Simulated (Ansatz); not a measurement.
# C₃H₆FN: one species, many methods

One table from this session's results is given with a row withheld; the runs are named, their logs left out.

Method: functionals in def2-TZVPP, the program's frozen cores in correlated methods; program: Ansatz 0.2.0, Gaussian basis.

Levels to be run: LDA (SPW92), PBE-D4, revPBE-D4, BLYP-D4, r2SCAN-D4, B97M-V, PBE0-D4, B3LYP-D4, r2SCANh-D4, r2SCAN0-D4, HSE06-D4, BHLYP-D4, CAM-B3LYP-D4, LC-ωPBE, ωB97X-V, ωB97M-V, B2PLYP, PBE-QIDH; CCSD(T)/def2-SVP; CCSD(T)/def2-TZVPP; MP2/def2-QZVPP; extrapolation to the limit; RPA on PBE.

## Structure used throughout

An earlier PBE0-D4 in a triple-zeta def2 set relaxation fixed the geometry.

SMILES `CC(=N)CF`, 11 atoms, charge 0, spin multiplicity 1.

Atoms are counted from 1 here; the program's logs count them from 0.

Bond lengths: C1–C2 1.495 Å, C1–H6 1.088 Å, C1–H7 1.094 Å, C1–H8 1.094 Å, C2–N3 1.263 Å, C2–C4 1.506 Å, N3–H9 1.021 Å, C4–F5 1.374 Å, C4–H10 1.096 Å, C4–H11 1.096 Å. Angles: C2–C1–H6 109.5°, C2–C1–H7 110.9°, C2–C1–H8 110.9°, H6–C1–H7 109.2°, H6–C1–H8 109.2°, H7–C1–H8 107.0°, C1–C2–N3 121.1°, C1–C2–C4 114.9°, N3–C2–C4 124.0°, C2–N3–H9 110.1°, C2–C4–F5 111.5°, C2–C4–H10 110.1°, C2–C4–H11 110.1°, F5–C4–H10 108.4°, F5–C4–H11 108.4°, H10–C4–H11 108.2°.

As a file:

```
C    -0.8518   -0.1067    1.1252
C     0.0349    0.4279    0.0473
N     0.2811    1.6633   -0.0423
C     0.5888   -0.6107   -0.8915
F     1.3910   -0.0440   -1.8523
H    -1.1976    0.7136    1.7513
H    -0.3183   -0.8332    1.7457
H    -1.7170   -0.6233    0.6987
H     0.9010    1.8410   -0.8344
H    -0.2291   -1.1406   -1.3927
H     1.1825   -1.3443   -0.3344
```

The first run:

The input, in.yaml:

```yaml
crystal:
  periodic: [false, false, false]
  atoms:
    - {symbol: C, position_ang: [-0.851815, -0.106702, 1.125240]}
    - {symbol: C, position_ang: [0.034871, 0.427933, 0.047270]}
    - {symbol: N, position_ang: [0.281080, 1.663278, -0.042276]}
    - {symbol: C, position_ang: [0.588833, -0.610668, -0.891515]}
    - {symbol: F, position_ang: [1.391018, -0.044020, -1.852341]}
    - {symbol: H, position_ang: [-1.197624, 0.713608, 1.751342]}
    - {symbol: H, position_ang: [-0.318259, -0.833176, 1.745707]}
    - {symbol: H, position_ang: [-1.717049, -0.623335, 0.698714]}
    - {symbol: H, position_ang: [0.901008, 1.841021, -0.834376]}
    - {symbol: H, position_ang: [-0.229062, -1.140621, -1.392739]}
    - {symbol: H, position_ang: [1.182498, -1.344318, -0.334427]}
basis:
  gaussian: {orbitals: def2-TZVPP}
hamiltonian: {xc: lda}
output: {orbitals: {seedname: orbitals}}
```

Steps of the session up to this table: LDA; PBE-D4 (GGA); revPBE-D4 (GGA); BLYP-D4 (GGA); r2SCAN-D4 (meta-GGA); B97M-V (meta-GGA); PBE0-D4 (hybrid); B3LYP-D4 (hybrid); r2SCANh-D4 (hybrid); r2SCAN0-D4 (hybrid); HSE06-D4 (hybrid); BHLYP-D4 (hybrid); CAM-B3LYP-D4 (range-separated); LC-ωPBE (range-separated); ωB97X-V (range-separated); ωB97M-V (range-separated); B2PLYP (double hybrid); PBE-QIDH (double hybrid).

One of the session's tables, all rows but one given; the rest of the session is left out.

It belongs to the step «Frontier levels by functional». 

```
  functional  HOMO (eV)  gap (eV)
 LDA (SPW92)      -6.25      4.86
      PBE-D4      -6.14      4.98
   revPBE-D4      -6.09      5.01
     BLYP-D4      -6.06      5.00
   r2SCAN-D4      -6.46      5.53
      B97M-V      -6.67      5.84
     PBE0-D4          ?         ?
    B3LYP-D4      -7.46      7.13
  r2SCANh-D4      -7.04      6.52
  r2SCAN0-D4      -7.91      8.00
    HSE06-D4      -7.28      6.85
    BHLYP-D4      -9.19     10.35
CAM-B3LYP-D4      -9.16     10.30
     LC-ωPBE     -10.52     12.89
     ωB97X-V     -10.19     12.47
     ωB97M-V     -10.11     12.28
```

**Question.** Estimate the row for PBE0-D4.

**Answer.** HOMO (eV): -7.69; gap (eV): 7.64. In the column «HOMO (eV)» it lies between r2SCAN0-D4 (-7.91) and B3LYP-D4 (-7.46).
